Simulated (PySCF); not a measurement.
PySCF input file for CH3S, SMILES C[S], multiplicity 2, TDA-CAM-B3LYP/def2-TZVPD. The structure is a stationary point at r2SCAN-D4/def2-TZVP. The isomer is the one that the SMILES or the coordinates give; other isomers of the formula were not compared.

```python
import numpy as np
from pyscf import gto, scf, dft, tdscf

mol = gto.M(
    atom='''
    C    -1.09930696   -0.00943729    0.00000000
    S     0.68847829   -0.00212063   -0.00000000
    H    -1.41097582    1.04176056    0.00000006
    H    -1.50441756   -0.47560335   -0.89903578
    H    -1.50441756   -0.47560345    0.89903572
    ''',
    basis='def2-TZVPD',
    charge=0,
    spin=1,
    max_memory=1600,
    verbose=4,
)
mf = dft.UKS(mol, xc='cam-b3lyp').density_fit(auxbasis='def2-universal-jkfit')
mf.grids.level = 3
mf.conv_tol = 1e-9
mf.max_cycle = 100
mf.kernel()
fine, coarse = mf.grids, dft.Grids(mol).set(level=1).build(with_non0tab=True)
for _ in range(3):  # follow internal instabilities
    mf.grids = coarse
    mo, _, stable, _ = mf.stability(return_status=True, nroots=4)
    mf.grids = fine
    if stable:
        break
    mf.kernel(mf.make_rdm1(mo, mf.mo_occ))
mf.grids = dft.Grids(mol).set(level=1).build(with_non0tab=True)  # coarser grid for the response kernel
td = tdscf.TDA(mf)
td.nstates = 10
td.conv_tol = 1e-4
td.kernel(x0=td.get_init_guess(mf, 15))
td.analyze()
```

Program output:

```
PySCF version 2.14.0

[INPUT] verbose = 4
[INPUT] num. atoms = 5
[INPUT] num. electrons = 25
[INPUT] charge = 0
[INPUT] spin (= nelec alpha-beta = 2S) = 1
[INPUT] symmetry False subgroup None
[INPUT] Mole.unit = angstrom
[INPUT] Symbol           X                Y                Z      unit          X                Y                Z       unit  Magmom
[INPUT]  1 C     -1.099306960000  -0.009437290000   0.000000000000 AA   -2.077389081228  -0.017833893458   0.000000000000 Bohr   0.0
[INPUT]  2 S      0.688478290000  -0.002120630000   0.000000000000 AA    1.301035410809  -0.004007409912   0.000000000000 Bohr   0.0
[INPUT]  3 H     -1.410975820000   1.041760560000   0.000000060000 AA   -2.666357868184   1.968642145774   0.000000113384 Bohr   0.0
[INPUT]  4 H     -1.504417560000  -0.475603350000  -0.899035780000 AA   -2.842937165386  -0.898760075426  -1.698931400385 Bohr   0.0
[INPUT]  5 H     -1.504417560000  -0.475603450000   0.899035720000 AA   -2.842937165386  -0.898760264398   1.698931287001 Bohr   0.0

nuclear repulsion = 48.6442261073802
number of shells = 44
number of NR pGTOs = 157
number of NR cGTOs = 110
basis = def2-TZVPD
ecp = {}


******** <class 'pyscf.df.df_jk.DFUKS'> ********
method = DFUKS
initial guess = minao
damping factor = 0
level_shift factor = 0
DIIS = <class 'pyscf.scf.diis.CDIIS'>
diis_start_cycle = 1
diis_space = 8
diis_damp = 0
SCF conv_tol = 1e-09
SCF conv_tol_grad = None
SCF max_cycles = 100
direct_scf = False
number electrons alpha = 13  beta = 12
XC library pyscf.dft.libxc version 7.1.2
    S. Lehtola, C. Steigemann, M. J. T. Oliveira, and M. A. L. Marques,  SoftwareX 7, 1–5 (2018)
XC functionals = cam-b3lyp
    T. Yanai, D. P. Tew, and N. C. Handy,  Chem. Phys. Lett. 393, 51 (2004)
radial grids:
    Treutler-Ahlrichs [JCP 102, 346 (1995); DOI:10.1063/1.469408] (M4) radial grids

becke partition: Becke, JCP 88, 2547 (1988); DOI:10.1063/1.454033
pruning grids: <function nwchem_prune>
grids dens level: 3
symmetrized grids: False
atomic radii adjust function: <function treutler_atomic_radii_adjust>
small_rho_cutoff = 0
Set gradient conv threshold to 3.16228e-05
tot grids = 62424
******** <class 'pyscf.df.df.DF'> ********
auxbasis = def2-universal-jkfit
Create RSH-DF object <pyscf.df.df.DF object> for omega=0.33
******** <class 'pyscf.df.df.DF'> ********
auxbasis = auxmol.basis = def2-universal-jkfit
init E= -438.013619322408
  alpha nocc = 13  HOMO = -0.273159398263398  LUMO = 0.000392795544168933
  beta  nocc = 12  HOMO = -0.276558606731069  LUMO = -0.273159398263398

WARN: HOMO -0.273159398263398 >= LUMO -0.273159398263398

cycle= 1 E= -438.056648763915  delta_E= -0.043  |g|= 0.121  |ddm|= 1.15
  alpha nocc = 13  HOMO = -0.283752201330984  LUMO = 0.0257735172863818
  beta  nocc = 12  HOMO = -0.271057645496271  LUMO = -0.0910562513381983
  HOMO = -0.271057645496  LUMO = -0.0910562513382  gap/eV = 4.89809
cycle= 2 E= -438.068561270568  delta_E= -0.0119  |g|= 0.0628  |ddm|= 0.29
  alpha nocc = 13  HOMO = -0.310829178923072  LUMO = 0.0312489888810064
  beta  nocc = 12  HOMO = -0.29833596856151  LUMO = -0.108210379413698
  HOMO = -0.298335968562  LUMO = -0.108210379414  gap/eV = 5.17358
cycle= 3 E= -438.071036977939  delta_E= -0.00248  |g|= 0.0283  |ddm|= 0.0914
  alpha nocc = 13  HOMO = -0.308338830846168  LUMO = 0.0309149175402093
  beta  nocc = 12  HOMO = -0.295941113618607  LUMO = -0.102155418210803
  HOMO = -0.295941113619  LUMO = -0.102155418211  gap/eV = 5.27318
cycle= 4 E= -438.071530144877  delta_E= -0.000493  |g|= 0.00906  |ddm|= 0.0302
  alpha nocc = 13  HOMO = -0.306978300199333  LUMO = 0.0316174258863582
  beta  nocc = 12  HOMO = -0.294638123373719  LUMO = -0.0990108085300569
  HOMO = -0.294638123374  LUMO = -0.0990108085301  gap/eV = 5.32329
cycle= 5 E= -438.071617196773  delta_E= -8.71e-05  |g|= 0.00356  |ddm|= 0.0145
  alpha nocc = 13  HOMO = -0.307526217005336  LUMO = 0.0314138807509086
  beta  nocc = 12  HOMO = -0.295174756271884  LUMO = -0.0992066967808611
  HOMO = -0.295174756272  LUMO = -0.0992066967809  gap/eV = 5.33256
cycle= 6 E= -438.071628885099  delta_E= -1.17e-05  |g|= 0.000896  |ddm|= 0.00433
  alpha nocc = 13  HOMO = -0.307411490023792  LUMO = 0.0314301359532705
  beta  nocc = 12  HOMO = -0.295043834262614  LUMO = -0.0990815719652183
  HOMO = -0.295043834263  LUMO = -0.0990815719652  gap/eV = 5.33240
cycle= 7 E= -438.07163004028  delta_E= -1.16e-06  |g|= 0.000225  |ddm|= 0.00178
  alpha nocc = 13  HOMO = -0.307475972167225  LUMO = 0.03143323807296
  beta  nocc = 12  HOMO = -0.295094178600813  LUMO = -0.0991188335042175
  HOMO = -0.295094178601  LUMO = -0.0991188335042  gap/eV = 5.33276
cycle= 8 E= -438.071630125974  delta_E= -8.57e-08  |g|= 7.67e-05  |ddm|= 0.000604
  alpha nocc = 13  HOMO = -0.307466775585755  LUMO = 0.0314349815009186
  beta  nocc = 12  HOMO = -0.295080623355933  LUMO = -0.0991060640046477
  HOMO = -0.295080623356  LUMO = -0.0991060640046  gap/eV = 5.33274
cycle= 9 E= -438.071630135711  delta_E= -9.74e-09  |g|= 2.67e-05  |ddm|= 0.000166
  alpha nocc = 13  HOMO = -0.307469031467058  LUMO = 0.031434368858465
  beta  nocc = 12  HOMO = -0.295081319521334  LUMO = -0.0991080105640414
  HOMO = -0.295081319521  LUMO = -0.099108010564  gap/eV = 5.33271
cycle= 10 E= -438.071630138152  delta_E= -2.44e-09  |g|= 9.48e-06  |ddm|= 9.18e-05
  alpha nocc = 13  HOMO = -0.30746940315473  LUMO = 0.0314348675519614
  beta  nocc = 12  HOMO = -0.295081743693906  LUMO = -0.0991082015010001
  HOMO = -0.295081743694  LUMO = -0.099108201501  gap/eV = 5.33271
cycle= 11 E= -438.071630138554  delta_E= -4.02e-10  |g|= 2.78e-06  |ddm|= 4.09e-05
  alpha nocc = 13  HOMO = -0.307468862563024  LUMO = 0.031434715658399
  beta  nocc = 12  HOMO = -0.295081307948539  LUMO = -0.0991077395765174
  HOMO = -0.295081307949  LUMO = -0.0991077395765  gap/eV = 5.33271
Extra cycle  E= -438.071630138573  delta_E= -1.85e-11  |g|= 1.75e-06  |ddm|= 5.8e-06
converged SCF energy = -438.071630138573  <S^2> = 0.75456185  2S+1 = 2.0045567
tot grids = 18912
uhf_internal: lowest eigs of H = [0.00405498 0.27546707 0.35938783 0.43513713]
<class 'pyscf.df.df_jk.DFUKS'> wavefunction is stable in the internal stability analysis
tot grids = 18912


******** <class 'pyscf.tdscf.uks.TDA'> for <class 'pyscf.df.df_jk.DFUKS'> ********
nstates = 10
deg_eia_thresh = 1.000e-03
wfnsym = None
conv_tol = 0.0001
eigh lindep = 1e-12
eigh level_shift = 0
eigh max_cycle = 100


Excitation energies (eV)
[0.15576336 3.93707516 5.36999886 5.87679148 6.08390079 6.42176676
 6.79730243 6.84465136 6.86087594 6.98601857]

** Excitation energies and oscillator strengths **
Excited State   1:      0.15576 eV   7959.78 nm  f=0.0000
      12b ->   13b      0.99262
Excited State   2:      3.93708 eV    314.91 nm  f=0.0031
      11b ->   13b      0.98970
Excited State   3:      5.37000 eV    230.88 nm  f=0.0002
      13a ->   14a      0.48370
      13a ->   15a     -0.14504
      13a ->   21a      0.30643
      12b ->   14b     -0.66146
      12b ->   15b      0.17766
      12b ->   21b      0.37578
Excited State   4:      5.87679 eV    210.97 nm  f=0.0045
      13a ->   14a      0.65506
      13a ->   15a     -0.14177
      13a ->   19a     -0.13211
      13a ->   21a      0.25964
      12b ->   14b      0.63784
      12b ->   15b      0.15124
      12b ->   21b     -0.11868
Excited State   5:      6.08390 eV    203.79 nm  f=0.0079
      13a ->   14a     -0.35580
      13a ->   15a     -0.25313
      13a ->   18a     -0.11082
      12b ->   14b      0.12575
      12b ->   15b      0.81545
      12b ->   18b      0.26659
      12b ->   21b      0.15400
Excited State   6:      6.42177 eV    193.07 nm  f=0.0464
      13a ->   14a      0.19580
      13a ->   15a      0.85377
      13a ->   18a      0.27222
      13a ->   21a     -0.10208
      12b ->   15b      0.35143
Excited State   7:      6.79730 eV    182.40 nm  f=0.0014
      12a ->   14a     -0.84218
      12a ->   15a      0.15816
      12a ->   19a      0.15486
      12a ->   21a     -0.38353
      12b ->   17b      0.22281
Excited State   8:      6.84465 eV    181.14 nm  f=0.0000
       9b ->   13b     -0.13148
      12b ->   16b     -0.97898
Excited State   9:      6.86088 eV    180.71 nm  f=0.0179
      12a ->   14a     -0.21389
      13a ->   17a      0.20254
      10b ->   13b      0.20150
      12b ->   17b     -0.91539
Excited State  10:      6.98602 eV    177.47 nm  f=0.0372
      13a ->   17a      0.28820
      10b ->   13b     -0.93040
      12b ->   17b     -0.13118

** Transition electric dipole moments (AU) **
state          X           Y           Z        Dip. S.      Osc.
  1        -0.0000      0.0000     -0.0211      0.0004      0.0000
  2         0.0158      0.1776      0.0000      0.0318      0.0031
  3         0.0000      0.0000     -0.0354      0.0013      0.0002
  4        -0.0000     -0.0000      0.1771      0.0313      0.0045
  5         0.0000     -0.0000      0.2297      0.0528      0.0079
  6        -0.0000     -0.0000      0.5429      0.2948      0.0464
  7        -0.0929      0.0029      0.0000      0.0086      0.0014
  8         0.0000      0.0000      0.0033      0.0000      0.0000
  9         0.3260      0.0042      0.0000      0.1063      0.0179
 10        -0.4583      0.0840     -0.0000      0.2171      0.0372

** Transition velocity dipole moments (imaginary part, AU) **
state          X           Y           Z        Dip. S.      Osc.
  1         0.0000      0.0000      0.0034      0.0000      0.0013
  2         0.0005     -0.0112     -0.0000      0.0001      0.0006
  3         0.0000     -0.0000      0.0115      0.0001      0.0004
  4        -0.0000      0.0000     -0.0206      0.0004      0.0013
  5         0.0000     -0.0000      0.0735      0.0054      0.0161
  6        -0.0000     -0.0000      0.1387      0.0192      0.0543
  7        -0.0194      0.0439      0.0000      0.0023      0.0061
  8         0.0000      0.0000      0.0050      0.0000      0.0001
  9         0.0702      0.0170      0.0000      0.0052      0.0138
 10        -0.0585     -0.0015     -0.0000      0.0034      0.0089

** Transition magnetic dipole moments (imaginary part, AU) **
state          X           Y           Z
  1         0.9729      0.0106      0.0000
  2        -0.0000      0.0000     -0.9069
  3         0.0080     -0.1056     -0.0000
  4         0.0092      0.7139      0.0000
  5         0.0062     -0.0009     -0.0000
  6         0.0200      0.4331      0.0000
  7        -0.0000     -0.0000      0.4626
  8         0.0133     -0.0915      0.0000
  9         0.0000     -0.0000      0.1924
 10        -0.0000      0.0000     -0.1054
```

The calculation finished and met its thresholds.

Cost: very roughly 110 core-seconds.
